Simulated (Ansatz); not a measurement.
Cost and result for the atomization energy of C₃H₈S₂, SMILES `SCCCS` (13 atoms, 12 bonds).

```xyz
13

S     1.2948   -1.0980   -1.7010
C     0.7061    0.5265   -1.1466
C     0.1287    0.5545    0.2594
C    -1.1270   -0.2820    0.4086
S    -1.8450   -0.2389    2.0694
H     2.3064   -1.2034   -0.8243
H    -0.0555    0.8036   -1.8811
H     1.5186    1.2477   -1.2461
H     0.8864    0.2098    0.9710
H    -0.0964    1.5920    0.5284
H    -0.9457   -1.3163    0.1142
H    -1.9189    0.1021   -0.2409
H    -0.8525   -0.8975    2.6891
```

Total charge 0; spin multiplicity 1. The structure was optimised at the PBE0-D4/def2-TZVP level. It is one conformer, not always the lowest. Program: Ansatz. All runs use 4 threads of an Intel Xeon 6975P-C on a shared host. Times are those of one run each, without the atoms' runs, and a repeat can differ threefold. Electronic energies, without spin–orbit coupling; frozen cores. CCSD(T)/CBS adds CCSD(T) − MP2 in def2-TZVPP to the MP2 limit, and its time is that of the two runs behind it. T1 = 0.010. B3LYP takes the VWN-RPA correlation (the form of Gaussian; ORCA's B3LYP/G). HSE06 is the plane-wave form, built on full-range PBE exchange.

CCSD(T)/CBS is a level of theory with its own doubt, some kJ/mol a heavy atom from the limit and from the frozen cores, so smaller differences don't rank the functionals.

```
                             level  functions  wall time
              revPBE-D4/def2-TZVPP        289      1.5 s
                PBE0-D4/def2-TZVPP        289      2.4 s
               HSE06-D4/def2-TZVPP        289      2.7 s
           CAM-B3LYP-D4/def2-TZVPP        289      2.7 s
r2SCAN-D4/def2-TZVPP (with forces)        289        3 s
             r2SCANh-D4/def2-TZVPP        289      3.4 s
 B3LYP-D4/def2-TZVPP (with forces)        289      3.7 s
                  CCSD(T)/def2-SVP        118      3.7 s
                 B2PLYP/def2-TZVPP        289        4 s
                ωB97X-V/def2-TZVPP        289      4.8 s
                    MP2/def2-QZVPP        551       20 s
                CCSD(T)/def2-TZVPP        289       71 s
                 CCSD(T)/CBS(def2)          –       91 s
```

(1) What atomization energy does each give, and how far from CCSD(T)/CBS? (An estimate is asked.)

Results:

(1) Computed: 
```json
{"level": "revPBE-D4/def2-TZVPP", "atomization (kcal/mol)": "1119.7", "difference from CCSD(T)/CBS": "-2.4", "per bond": "-0.2"}
{"level": "PBE0-D4/def2-TZVPP", "atomization (kcal/mol)": "1129.2", "difference from CCSD(T)/CBS": "7.1", "per bond": "0.6"}
{"level": "HSE06-D4/def2-TZVPP", "atomization (kcal/mol)": "1129.9", "difference from CCSD(T)/CBS": "7.8", "per bond": "0.6"}
{"level": "CAM-B3LYP-D4/def2-TZVPP", "atomization (kcal/mol)": "1122.7", "difference from CCSD(T)/CBS": "0.6", "per bond": "0.0"}
{"level": "r2SCAN-D4/def2-TZVPP (with forces)", "atomization (kcal/mol)": "1124.7", "difference from CCSD(T)/CBS": "2.6", "per bond": "0.2"}
{"level": "r2SCANh-D4/def2-TZVPP", "atomization (kcal/mol)": "1119.9", "difference from CCSD(T)/CBS": "-2.2", "per bond": "-0.2"}
{"level": "B3LYP-D4/def2-TZVPP (with forces)", "atomization (kcal/mol)": "1119.8", "difference from CCSD(T)/CBS": "-2.3", "per bond": "-0.2"}
{"level": "CCSD(T)/def2-SVP", "atomization (kcal/mol)": "1064.5", "difference from CCSD(T)/CBS": "-57.6", "per bond": "-4.8"}
{"level": "B2PLYP/def2-TZVPP", "atomization (kcal/mol)": "1106.7", "difference from CCSD(T)/CBS": "-15.4", "per bond": "-1.3"}
{"level": "ωB97X-V/def2-TZVPP", "atomization (kcal/mol)": "1126.3", "difference from CCSD(T)/CBS": "4.2", "per bond": "0.4"}
{"level": "MP2/def2-QZVPP", "atomization (kcal/mol)": "1121.2", "difference from CCSD(T)/CBS": "-0.9", "per bond": "-0.1"}
{"level": "CCSD(T)/def2-TZVPP", "atomization (kcal/mol)": "1094.1", "difference from CCSD(T)/CBS": "-28.0", "per bond": "-2.3"}
{"level": "CCSD(T)/CBS(def2)", "atomization (kcal/mol)": "1122.1", "difference from CCSD(T)/CBS": "0.0", "per bond": "0.0"}
```

In def2-TZVPP, CCSD(T) changes the Hartree–Fock value by +272.4 kcal/mol (the triples alone add +16.0 kcal/mol) and MP2 by +283.2 kcal/mol; breaking electron pairs costs correlation energy, which Hartree–Fock lacks. From BLYP to BHLYP (50 % exact exchange), in def2-TZVPP and without D4, the atomization energy moves by −14.0 kcal/mol: exact exchange takes away binding that semilocal exchange gives to molecules. At CCSD(T), def2-SVP lies −57.6 kcal/mol from the extrapolated value and def2-TZVPP −28.0 kcal/mol: correlation converges slowly with the basis, and small sets miss more of it in the bonded molecule than in its fragments.
